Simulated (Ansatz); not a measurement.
System: C₂H₃O₂, charge 0, multiplicity 2. SMILES: [O]C(C)=O
Geometry: optimised at B3LYP-D3(BJ)/def2-TZVP (Ansatz, a program for electronic structure).

Wanted: atomisation energy, in kcal/mol. Terms: 6-311+G** with 5d; open shells spin-unrestricted; 6-31G* and kin with 6d, 5d where marked; atomisation electronic, to ground-state atoms; non-relativistic; spin-orbit terms left out; LANL2DZ all-electron up to Ne. Ab initio and DFT rows: single points at B3LYP-D3(BJ) geometries (Ansatz).

```
level         program  atomisation energy (kcal/mol)
------------  -------  -----------------------------
HF/STO-3G      Ansatz                          473.1
HF/3-21G       Ansatz                          401.1
HF/LANL2DZ     Ansatz                          384.2
HF/6-31G*      Ansatz                          456.9
HF/6-311+G**   Ansatz                          454.9
```

No value to compare with is used here. The 5 habitual levels span 384.2 (HF/LANL2DZ) to 473.1 kcal/mol (HF/STO-3G).

The sets are all those run for this method; runs whose electronic state is in doubt are left out.
